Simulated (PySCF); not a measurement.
## NMR data sheet: C6H10

```
Formula                               : C6H10
SMILES                                : C#CC(C)(C)C
InChI                                 : InChI=1S/C6H10/c1-5-6(2,3)4/h1H,2-4H3
Point group of the computed structure : C3v
Degrees of unsaturation               : 2
Carbon signals                        : 4
Proton signals                        : 2
```

Atoms are numbered as in `[CH:1]#[C:2][C:3]([CH3:4])([CH3:5])[CH3:6]`. Each H is labelled by its parent atom.

How the numbers were obtained: geometry: PBE0-D3(BJ)/def2-SVP, spin–spin couplings from B3LYP/pcJ-1 (without the spin–dipole term), GIAO PBE0/pcSseg-1 shieldings, in PySCF 2.14.0 with density-fitted response routines (no relativistic terms, single conformer, gas phase, equivalent nuclei averaged).

Referencing at the same level of theory: $^{1}$H (31.27 ppm) and $^{13}$C (184.41 ppm) against TMS.

| carbon | δC, type | δH (multiplicity, J in Hz) | HMBC from (abs. J ≥ 3 Hz) | span of the C tensor (ppm) |
| --- | --- | --- | --- | --- |
| C1 | 73.7, CH | 1.94 (s) | – | 198 |
| C2 | 95.8, C | – | H(C1), H(C4)/H(C5)/H(C6) | 319 |
| C3 | 27.5, C | – | H(C1), H(C4)/H(C5)/H(C6) | 15 |
| C4/C5/C6 | 32.8, CH3 | 1.22 (s) | H(C4)/H(C5)/H(C6) | 48 |

Selected couplings (Hz, signed; the shortest-range and largest first, 30 at most; isotopes $^{13}$C, $^{1}$H): $^{1}J$(C1,H(C1)) 270.4, $^{1}J$(C1,C2) 191.9, $^{1}J$(C4,H(C4)) 134.8, $^{1}J$(C2,C3) 71.3, $^{1}J$(C3,C4) 35.8, $^{2}J$(C1,C3) 11.1, $^{2}J$(C2,C4) -1.6, $^{3}J$(C1,C4) 1.9.

Carbon types of the structure: 2 × C, 1 × CH, 3 × CH3, which accounts for all hydrogens. δC 95.8: alkyne carbon; sp carbons lie upfield of alkene carbons because the cylindrical π system leaves one tensor component strongly shielded. δC 73.7: terminal alkyne carbon; the triple bond shields along its axis, which puts it between sp3 and sp2 carbons. δC 32.8: methyl carbon; saturated and bonded to C and H only. δC 27.5: propargylic quaternary sp3 carbon; saturated and bonded to C and H only. δH 1.94: hydrogen on a terminal alkyne carbon; it lies on the axis of the triple bond, in its shielding cone.

Shifts are as computed. Against solution values, carbons near 30 ppm lie about +2 ppm off and those near 130 ppm about +5 ppm. Of 1211 compounds with measured shifts, 218 miss one by over three times the rms of a fit or turn the order of signals round; such compounds aren't used in these exercises.
